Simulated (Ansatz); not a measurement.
Born–Oppenheimer molecular dynamics of FH (2 atoms, charge 0, multiplicity 1). It starts from a relaxed structure.

Method: Ansatz, RKS PBE/STO-3G.

```yaml
ensemble: NVE (velocity Verlet)
time_step: 0.25 fs
steps_asked: 600
starting_velocities_drawn_for: 400 K
seed: 158319
```

Frames 5 fs apart, positions in Å, forces in eV/Å.

Velocities at 52.5 fs (Å/ps):

```
F -0.59 0.22 -0.30
H 11.15 -4.13 5.61
```

```xyz
2
Properties=species:S:1:pos:R:3:forces:R:3 time_fs=52.5 energy_less_start_eV=0.008 T=221
F -0.426 0.158 -0.214 -0.77 0.29 -0.39
H 0.412 -0.153 0.207 0.77 -0.29 0.39
2
Properties=species:S:1:pos:R:3:forces:R:3 time_fs=57.5 energy_less_start_eV=0.003 T=326
F -0.427 0.158 -0.215 0.47 -0.17 0.23
H 0.436 -0.161 0.219 -0.47 0.17 -0.23
2
Properties=species:S:1:pos:R:3:forces:R:3 time_fs=62.5 energy_less_start_eV=0.000 T=399
F -0.426 0.158 -0.215 0.05 -0.02 0.02
H 0.427 -0.158 0.215 -0.05 0.02 -0.02
2
Properties=species:S:1:pos:R:3:forces:R:3 time_fs=67.5 energy_less_start_eV=0.002 T=362
F -0.426 0.158 -0.214 -0.35 0.13 -0.17
H 0.420 -0.156 0.211 0.35 -0.13 0.17
2
Properties=species:S:1:pos:R:3:forces:R:3 time_fs=72.5 energy_less_start_eV=0.009 T=200
F -0.427 0.158 -0.215 0.75 -0.28 0.38
H 0.442 -0.164 0.222 -0.75 0.28 -0.38
2
Properties=species:S:1:pos:R:3:forces:R:3 time_fs=77.5 energy_less_start_eV=0.014 T=82
F -0.425 0.158 -0.214 -1.04 0.38 -0.52
H 0.408 -0.151 0.205 1.04 -0.38 0.52
2
Properties=species:S:1:pos:R:3:forces:R:3 time_fs=82.5 energy_less_start_eV=0.017 T=2
F -0.428 0.159 -0.215 1.05 -0.39 0.53
H 0.448 -0.166 0.226 -1.05 0.39 -0.53
2
Properties=species:S:1:pos:R:3:forces:R:3 time_fs=87.5 energy_less_start_eV=0.016 T=42
F -0.425 0.158 -0.214 -1.10 0.41 -0.56
H 0.407 -0.151 0.205 1.10 -0.41 0.56
2
Properties=species:S:1:pos:R:3:forces:R:3 time_fs=92.5 energy_less_start_eV=0.011 T=150
F -0.427 0.158 -0.215 0.84 -0.31 0.42
H 0.444 -0.164 0.223 -0.84 0.31 -0.42
2
Properties=species:S:1:pos:R:3:forces:R:3 time_fs=97.5 energy_less_start_eV=0.003 T=325
F -0.426 0.158 -0.214 -0.49 0.18 -0.25
H 0.417 -0.155 0.210 0.49 -0.18 0.25
2
Properties=species:S:1:pos:R:3:forces:R:3 time_fs=102.5 energy_less_start_eV=0.001 T=388
F -0.427 0.158 -0.215 0.19 -0.07 0.09
H 0.430 -0.159 0.216 -0.19 0.07 -0.09
2
Properties=species:S:1:pos:R:3:forces:R:3 time_fs=107.5 energy_less_start_eV=0.002 T=362
F -0.427 0.158 -0.215 0.34 -0.13 0.17
H 0.433 -0.161 0.218 -0.34 0.13 -0.17
```

Of the whole run (150 fs, mean temperature of the second half 200 K): The conserved energy stayed within 0.069 meV per atom of its start (net change 0.059 meV per atom), so the integration is sound. The temperature averaged 0.50 of the 400 K drawn at the start: a run that starts near a minimum puts about half its kinetic energy into the potential. A run of 0.15 ps of so small a system gives no equilibrium averages. Limits of this set-up: minimal basis.

Run time: 51 s on 1 thread of Intel(R) Xeon(R) Processor @ 2.70GHz, on a shared host, peak memory 0.075 GiB.
